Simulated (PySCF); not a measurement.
PySCF input (HF/aug-cc-pV(T+d)Z):

```python
import numpy as np, basis_set_exchange as bse
from pyscf import gto, scf, dft, df

basis = {'H': gto.basis.parse(bse.get_basis('aug-cc-pV(T+d)Z', elements=['H'], fmt='nwchem'))}
mol = gto.M(
    atom='''
    H    -0.00000000   -0.00000000   -0.37201156
    H     0.00000000    0.00000000    0.37201156
    ''',
    basis=basis,
    charge=0,
    verbose=4,
    max_memory=8640,
)
mf = scf.RHF(mol)
mf = mf.density_fit(auxbasis=df.autoaux(mol))
mf.conv_tol = 1e-9
mf.max_cycle = 100
print('smallest overlap eigenvalue', np.linalg.eigvalsh(mol.intor('int1e_ovlp'))[0])
mf.kernel()
dip = mf.dip_moment()
```

Output:

```
PySCF version 2.14.0

[INPUT] verbose = 4
[INPUT] num. atoms = 2
[INPUT] num. electrons = 2
[INPUT] charge = 0
[INPUT] spin (= nelec alpha-beta = 2S) = 0
[INPUT] symmetry False subgroup None
[INPUT] Mole.unit = angstrom
[INPUT] Symbol           X                Y                Z      unit          X                Y                Z       unit  Magmom
[INPUT]  1 H      0.000000000000   0.000000000000  -0.372011560000 AA    0.000000000000   0.000000000000  -0.702999963572 Bohr   0.0
[INPUT]  2 H      0.000000000000   0.000000000000   0.372011560000 AA    0.000000000000   0.000000000000   0.702999963572 Bohr   0.0

nuclear repulsion = 0.711237590197466
number of shells = 12
number of NR pGTOs = 50
number of NR cGTOs = 46
basis = {'H': [[0, [33.87, 0.0, 0.006068, 0.0], [5.095, 0.0, 0.045308, 0.0], [1.159, 0.0, 0.202822, 0.0], [0.3258, 1.0, 0.503903, 0.0], [0.1027, 0.0, 0.383421, 1.0]], [0, [0.02526, 1.0]], [1, [1.407, 1.0, 0.0], [0.388, 0.0, 1.0]], [1, [0.102, 1.0]], [2, [1.057, 1.0]], [2, [0.247, 1.0]]]}
ecp = {}
ETB for H: l = 0, exps = 0.05052 * 1.8^n , n = 0..12
ETB for H: l = 1, exps = 0.12725999999999998 * 2^n , n = 0..5
ETB for H: l = 2, exps = 0.204 * 2.2^n , n = 0..4
ETB for H: l = 3, exps = 0.349 * 2.2^n , n = 0..3
smallest overlap eigenvalue 5.524673373975817e-05

******** <class 'pyscf.df.df_jk.DFRHF'> ********
method = DFRHF
initial guess = minao
damping factor = 0
level_shift factor = 0
DIIS = <class 'pyscf.scf.diis.CDIIS'>
diis_start_cycle = 1
diis_space = 8
diis_damp = 0
SCF conv_tol = 1e-09
SCF conv_tol_grad = None
SCF max_cycles = 100
direct_scf = False
Set gradient conv threshold to 3.16228e-05
Initial guess from minao.
******** <class 'pyscf.df.df.DF'> ********
auxbasis = {'H': [[0, [np.float64(58.443121389650436), 1]], [0, [np.float64(32.46840077202801), 1]], [0, [np.float64(18.038000428904454), 1]], [0, [np.float64(10.021111349391363), 1]], [0, [np.float64(5.567284082995202), 1]], [0, [np.float64(3.0929356016640006), 1]], [0, [np.float64(1.7182975564800003), 1]], [0, [np.float64(0.9546097536000001), 1]], [0, [np.float64(0.530338752), 1]], [0, [np.float64(0.29463264000000006), 1]], [0, [np.float64(0.16368480000000002), 1]], [0, [np.float64(0.090936), 1]], [0, [np.float64(0.05052), 1]], [1, [np.float64(4.0723199999999995), 1]], [1, [np.float64(2.0361599999999997), 1]], [1, [np.float64(1.0180799999999999), 1]], [1, [np.float64(0.5090399999999999), 1]], [1, [np.float64(0.25451999999999997), 1]], [1, [np.float64(0.12725999999999998), 1]], [2, [np.float64(4.778822400000001), 1]], [2, [np.float64(2.1721920000000003), 1]], [2, [np.float64(0.9873600000000001), 1]], [2, [np.float64(0.44880000000000003), 1]], [2, [np.float64(0.204), 1]], [3, [np.float64(3.716152000000001), 1]], [3, [np.float64(1.6891600000000002), 1]], [3, [np.float64(0.7678), 1]], [3, [np.float64(0.349), 1]]]}
init E= -0.812620872808739
  HOMO = -0.552933214104292  LUMO = 0.0488674298161288  gap/eV = 16.37583
cycle= 1 E= -1.13200493505453  delta_E= -0.319  |g|= 0.0447  |ddm|= 1.87
  HOMO = -0.600967850964177  LUMO = 0.0521295678551993  gap/eV = 17.77169
cycle= 2 E= -1.13295455604  delta_E= -0.00095  |g|= 0.00731  |ddm|= 0.123
  HOMO = -0.593823762111289  LUMO = 0.0524871580565496  gap/eV = 17.58702
cycle= 3 E= -1.1329908740265  delta_E= -3.63e-05  |g|= 0.000949  |ddm|= 0.0184
  HOMO = -0.593425988186085  LUMO = 0.0525208736200609  gap/eV = 17.57711
cycle= 4 E= -1.13299144197432  delta_E= -5.68e-07  |g|= 4.43e-05  |ddm|= 0.00296
  HOMO = -0.593425505057117  LUMO = 0.0525224957045684  gap/eV = 17.57714
cycle= 5 E= -1.13299144322676  delta_E= -1.25e-09  |g|= 2.17e-06  |ddm|= 0.000151
  HOMO = -0.593425003838774  LUMO = 0.052522479016872  gap/eV = 17.57713
cycle= 6 E= -1.13299144322988  delta_E= -3.12e-12  |g|= 1.86e-07  |ddm|= 1.67e-05
  HOMO = -0.59342512336456  LUMO = 0.0525224823885582  gap/eV = 17.57713
Extra cycle  E= -1.13299144322991  delta_E= -2.53e-14  |g|= 4.5e-08  |ddm|= 6e-07
converged SCF energy = -1.13299144322991
Dipole moment(X, Y, Z, Debye):  0.00000,  0.00000, -0.00000
```
